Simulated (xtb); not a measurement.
xtb single point, GFN2-xTB, GBSA implicit diethyl ether, on ethylamine, C2H7N (SMILES CCN), charge 0, multiplicity 1.

```
xtb m.xyz --gfn 2 --chrg 0 --uhf 0 --norestart --sp --gbsa ether

10

C     -1.252511    -0.272611    -0.075559
C      0.092489     0.429857     0.055149
N      1.161884    -0.475505    -0.335918
H     -2.063177     0.419133     0.137558
H     -1.368105    -0.656867    -1.085006
H     -1.314290    -1.106999     0.620253
H      0.203568     0.813540     1.085006
H      0.126609     1.286206    -0.624692
H      2.063177    -0.017268    -0.259056
H      1.172686    -1.286206     0.274825
```

Output:

```

          ...................................................
          :                      SETUP                      :
          :.................................................:
          :  # basis functions                  19          :
          :  # atomic orbitals                  19          :
          :  # shells                           13          :
          :  # electrons                        20          :
          :  max. iterations                   250          :
          :  Hamiltonian                  GFN2-xTB          :
          :  restarted?                      false          :
          :  GBSA solvation                   true          :
          :  PC potential                    false          :
          :  electronic temp.          300.0000000     K    :
          :  accuracy                    1.0000000          :
          :  -> integral cutoff          0.2500000E+02      :
          :  -> integral neglect         0.1000000E-07      :
          :  -> SCF convergence          0.1000000E-05 Eh   :
          :  -> wf. convergence          0.1000000E-03 e    :
          :  Broyden damping             0.4000000          :
          :  net charge                          0          :
          :  unpaired electrons                  0          :
          ...................................................

 iter      E             dE          RMSdq      gap      omega  full diag
   1    -10.8929462 -0.108929E+02  0.280E+00   11.35       0.0  T
   2    -10.9023373 -0.939115E-02  0.157E+00   11.42       1.0  T
   3    -10.9029926 -0.655289E-03  0.498E-01   11.45       1.0  T
   4    -10.9030554 -0.628149E-04  0.913E-02   11.40       1.0  T
   5    -10.9030600 -0.462317E-05  0.394E-02   11.39       1.0  T
   6    -10.9030604 -0.331880E-06  0.121E-02   11.39       2.6  T
   7    -10.9030605 -0.146481E-06  0.234E-03   11.39      13.5  T
   8    -10.9030605 -0.158766E-08  0.342E-04   11.39      92.3  T
   9    -10.9030605 -0.461942E-10  0.151E-04   11.39     209.1  T

   *** convergence criteria satisfied after 9 iterations ***

         #    Occupation            Energy/Eh            Energy/eV
      -------------------------------------------------------------
         1        2.0000           -0.6275257             -17.0758
       ...           ...                  ...                  ...
         4        2.0000           -0.5208597             -14.1733
         5        2.0000           -0.5181473             -14.0995
         6        2.0000           -0.4882250             -13.2853
         7        2.0000           -0.4533116             -12.3352
         8        2.0000           -0.4528350             -12.3223
         9        2.0000           -0.4380744             -11.9206
        10        2.0000           -0.3664646              -9.9720 (HOMO)
        11                          0.0520287               1.4158 (LUMO)
        12                          0.1240694               3.3761
        13                          0.1302121               3.5433
        14                          0.1475382               4.0147
        15                          0.1802444               4.9047
       ...                                ...                  ...
        19                          0.2828520               7.6968
      -------------------------------------------------------------
                  HL-Gap            0.4184933 Eh           11.3878 eV
             Fermi-level           -0.1572180 Eh           -4.2781 eV


         :::::::::::::::::::::::::::::::::::::::::::::::::::::
         ::                     SUMMARY                     ::
         :::::::::::::::::::::::::::::::::::::::::::::::::::::
         :: total energy             -10.758350194169 Eh    ::
         :: total w/o Gsasa/hb       -10.753847862255 Eh    ::
         :: gradient norm              0.002797593175 Eh/a0 ::
         :: HOMO-LUMO gap             11.387783318477 eV    ::
         ::.................................................::
         :: SCC energy               -10.903059680772 Eh    ::
         :: -> isotropic ES            0.014881866314 Eh    ::
         :: -> anisotropic ES          0.004141507427 Eh    ::
         :: -> anisotropic XC          0.009733472903 Eh    ::
         :: -> dispersion             -0.003423783104 Eh    ::
         :: -> Gsolv                  -0.005616925013 Eh    ::
         ::    -> Gelec               -0.001114593099 Eh    ::
         ::    -> Gsasa               -0.006619507029 Eh    ::
         ::    -> Ghb                 -0.001617506648 Eh    ::
         ::    -> Gshift               0.003734681763 Eh    ::
         :: repulsion energy           0.144709486603 Eh    ::
         :: add. restraining           0.000000000000 Eh    ::
         :: total charge               0.000000000000 e     ::
         :::::::::::::::::::::::::::::::::::::::::::::::::::::

           -------------------------------------------------
[... lines cut ...]
        10        2.0000           -0.3664646              -9.9720 (HOMO)
        11                          0.0520287               1.4158 (LUMO)
        12                          0.1240694               3.3761
        13                          0.1302121               3.5433
        14                          0.1475382               4.0147
        15                          0.1802444               4.9047
        16                          0.1876788               5.1070
        17                          0.2438872               6.6365
        18                          0.2640068               7.1840
        19                          0.2828520               7.6968
      -------------------------------------------------------------
                  HL-Gap            0.4184933 Eh           11.3878 eV
             Fermi-level           -0.1572180 Eh           -4.2781 eV

     #   Z          covCN         q      C6AA      α(0)
     1   6 C        3.753    -0.118    22.826     6.813
     2   6 C        3.729     0.027    20.210     6.418
     3   7 N        2.631    -0.382    29.890     8.120
     4   1 H        0.925     0.043     2.406     2.426
     5   1 H        0.925     0.053     2.277     2.360
     6   1 H        0.925     0.040     2.444     2.445
     7   1 H        0.923    -0.001     3.076     2.743
     8   1 H        0.924     0.032     2.551     2.498
     9   1 H        0.860     0.152     1.390     1.847
    10   1 H        0.860     0.153     1.378     1.839

 Mol. C6AA /au·bohr⁶  :        626.380121
 Mol. C8AA /au·bohr⁸  :      12386.237264
 Mol. α(0) /au        :         37.507258

Wiberg/Mayer (AO) data.
largest (>0.10) Wiberg bond orders for each atom

 ---------------------------------------------------------------------------
     #   Z sym  total        # sym  WBO       # sym  WBO       # sym  WBO
 ---------------------------------------------------------------------------
     1   6 C    3.995 --     2 C    1.018     6 H    0.987     5 H    0.987
                             4 H    0.986
     2   6 C    3.987 --     3 N    1.023     1 C    1.018     8 H    0.977
                             7 H    0.970
     3   7 N    2.989 --     2 C    1.023     9 H    0.964    10 H    0.963
     4   1 H    0.998 --     1 C    0.986
     5   1 H    0.997 --     1 C    0.987
     6   1 H    0.998 --     1 C    0.987
     7   1 H    1.000 --     2 C    0.970
     8   1 H    0.999 --     2 C    0.977
     9   1 H    0.977 --     3 N    0.964
    10   1 H    0.976 --     3 N    0.963
 ---------------------------------------------------------------------------


molecular dipole:
                 x           y           z       tot (Debye)
 q only:       -0.023       0.010       0.177
   full:        0.091       0.099       0.525       1.378
molecular quadrupole (traceless):
                xx          xy          yy          xz          yz          zz
 q only:        1.165       0.051       0.029       0.739      -0.700      -1.194
  q+dip:        1.129       0.372       0.094       1.838      -1.668      -1.223
   full:        1.604       0.302       0.155       1.750      -1.659      -1.759

           -------------------------------------------------
          | TOTAL ENERGY              -10.758350194169 Eh   |
          | GRADIENT NORM               0.002797593175 Eh/α |
          | HOMO-LUMO GAP              11.387783318477 eV   |
           -------------------------------------------------
```

The total energy is -292.75 eV, -0.14 eV from the same level's vacuum run.
